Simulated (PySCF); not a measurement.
Can point charges reproduce the dipole moment of `CCOC1CN=1`?

Coordinates (GFN2-xTB, Å) and charges (e) from the PBE0/pcSseg-1 density (PySCF):

```
atom       x       y       z  Mulliken      IAO  Hirshfeld  ESP-fitted
  C1  -2.094   0.844   0.293   -0.2760  -0.4253    -0.1163     -0.4449
  C2  -1.032  -0.112  -0.216   -0.0172  -0.0530    +0.0226     +0.6234
  O3   0.236   0.303   0.324   -0.4298  -0.2969    -0.0790     -0.5431
  C4   1.262  -0.374  -0.081   +0.2797  +0.3347    +0.1361     +0.6016
  N5   1.710  -1.309  -0.796   -0.3624  -0.3730    -0.2251     -0.5142
  C6   2.697  -0.513   0.026   -0.0812  -0.2103    -0.0666     -0.1661
  H7  -3.064   0.551  -0.096   +0.1240  +0.1548    +0.0545     +0.0899
  H8  -2.125   0.825   1.379   +0.1271  +0.1537    +0.0477     +0.1303
  H9  -1.872   1.858  -0.030   +0.1268  +0.1536    +0.0475     +0.1299
 H10  -1.232  -1.140   0.106   +0.1302  +0.1461    +0.0497     -0.0521
 H11  -0.972  -0.097  -1.310   +0.1307  +0.1466    +0.0499     -0.0520
 H12   3.350   0.168  -0.504   +0.1240  +0.1345    +0.0395     +0.1001
 H13   3.132  -1.003   0.888   +0.1241  +0.1345    +0.0394     +0.0972
```

What dipole does each set of charges give (1 e·Å = 4.803 D), and what does the density give?

The full density gives (-2.15, 1.41, 0.83) D, 2.71 D in size; dipole vectors point from the negative to the positive end.

```
    scheme     μx    μy    μz  size (D)  share of the full size (%)  angle to the full dipole (°)
  Mulliken  -1.74  0.93  0.47      2.03                          75                             7
       IAO  -2.14  1.12  0.59      2.49                          92                             7
 Hirshfeld  -1.93  1.04  0.56      2.26                          84                             6
ESP-fitted  -2.15  1.47  0.87      2.75                         102                             1
```

Which set comes closest?

Length of the difference vector: ESP-fitted 0.07 D, IAO 0.38 D, Hirshfeld 0.51 D, Mulliken 0.73 D. Closest: ESP-fitted. 

What is left for the Hirshfeld atoms' own dipoles?

The shares of the density sum to the whole, so what Σ q r misses lies in dipoles about the nuclei. The atomic dipoles sum to (-2.15, 1.41, 0.83) − (-1.93, 1.04, 0.56) = (-0.22, 0.37, 0.27) D, 0.51 D in size.

With the origin at the mean of the coordinates, (0.000, 0.000, -0.001) Å, which are the largest single terms, by size, of the Mulliken dipole along the direction of the full one?

N5 +3.98, C1 -2.91, C4 -1.64, H13 -1.63, H12 -1.63 D; all 13 atoms together +2.01 D. The single terms depend on the origin, their sum doesn't.

Give the size of the full dipole in other units.

2.71 D = 1.064 au = 0.563 e·Å = 9.02 × 10⁻³⁰ C·m.

Geometry: GFN2-xTB, one conformer, isolated molecule.

Conformer computed: `[CH3:1][CH2:2][O:3][C:4]1=[N:5][CH2:6]1`: C1–C2–O3–C4 -176°, C2–O3–C4–N5 0°.
